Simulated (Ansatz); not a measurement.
The input, for Ansatz 0.2.0:

```yaml
crystal:
  periodic: [false, false, false]
  atoms:
    - {symbol: C, position_ang: [-0.004758, -0.678241, 0.000000]}
    - {symbol: O, position_ang: [-0.004758, 0.707775, 0.000000]}
    - {symbol: H, position_ang: [1.059223, -0.960522, 0.000000]}
    - {symbol: H, position_ang: [-0.463498, -1.096129, 0.903279]}
    - {symbol: H, position_ang: [-0.463498, -1.096129, -0.903279]}
basis:
  gaussian: {orbitals: cc-pVDZ}
magnetization: {spin_polarized: true, initial_magnetization: 1}
hamiltonian: {xc: hf}
output: {orbitals: {seedname: orbitals}}
```

```sh
$ ansatz run in.yaml --threads 1 --pin off --events-out ev --progress --plain --max-ram 3956MiB --backend cpu
```

Question: Roughly how long does this take on 1 thread of AMD EPYC 7R13, shared host, and how much host memory?

Answer: 0.45 s wall and 0.11 GiB.

```
386 factors; integrals over basis functions are off by at most 1.2e-3 eV
mean field evaluation 1: about -3111.1619 eV, gradient 1.7e1 eV
mean field evaluation 2: about -3111.2262 eV, gradient 1.7e1 eV
mean field evaluation 4: about -3113.5937 eV, gradient 3.3e0 eV
mean field evaluation 8: about -3113.7968 eV, gradient 1.4e-1 eV
mean field evaluation 16: about -3113.7971 eV, gradient 5.6e-6 eV
mean field evaluation 32: about -3113.6042 eV, gradient 4.0e0 eV
mean field evaluation 64: about -3113.6850 eV, gradient 1.2e-6 eV
mean field -3113.79708942 eV, -114.4299324288 hartree, gradient 6.3e-6 eV, S^2 0.757315; 3 other end points of the search recorded, 0 dependent functions left out
reference -3113.79708942 eV, -114.4299324288 hartree; 9, 8 occupied and 34, 35 virtual orbitals, 386 factors
Total energy: -3113.79708942 eV, -114.4299324288 hartree
```
